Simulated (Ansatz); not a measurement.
**Phonon frequency of some elemental solids other than molecular ones, all diamond-structure**

Method: B3LYP (VWN-RPA form) (plane waves, PAW; Ansatz, a first-principles code). References are measured values at room or unstated temperature, uncorrected unless marked, so that the deviations hold thermal and zero-point effects besides the level's error.

Values in cm⁻¹.

| solid | reference | B3LYP (VWN-RPA form) | deviation (%) |
|---|---|---|---|
| diamond-structure Si (L LA) | 378 | 392 | +3.7 |
| diamond (X TA) | 807 | 818 | +1.4 |
| diamond-structure Si (L TA) | 114 | 129 | +13.2 |
| diamond (L TO) | 1206 | 1226 | +1.7 |
| diamond-structure Si (X TA) | 150 | 174 | +16.0 |
| diamond (L LA) | 1029 | 1051 | +2.1 |
| diamond (L LO) | 1241 | 1291 | +4.0 |
| diamond (L TA) | 550 (547–564) | 572 | +4.0 |
| diamond-structure Si (L LO) | 420 | 401 | -4.5 |
| diamond-structure Si (L TO) | 490 | 485 | -1.0 |

Over these 10 values the mean deviation is +4.1 %, the mean absolute deviation 5.2 % (median 3.9 %), and the worst case diamond-structure Si (X TA) at +16.0 %; the value is too high in 8 of 10 cases.

Brackets give the range of the sources taken for a reference, where it is wide; it can hold other temperatures.

Differences are worked out from the printed values.

Each level is taken at its own relaxed cell. Ansatz's density-functional and Hartree–Fock values are scalar-relativistic unless marked +SOC, with PAW data made under PBE.

Not in this set, of the elemental solids other than molecular ones with a reference value in our tables and a result at some level: 25 for no value at B3LYP (VWN-RPA form) (not run, a failed fit, an unstable or unbound cell, or a value held back for tests); 4 for a reference of another kind, counted apart. These can be a level's best or worst cases. Solids without a released value at any level aren't counted. Layered and molecular crystals are counted apart. The metals Ce to Yb are counted apart.

References as tabulated in Yang et al. (2021), arXiv:2106.07201; Giannozzi et al., Phys. Rev. B (1991); arXiv:cond-mat/0412643.
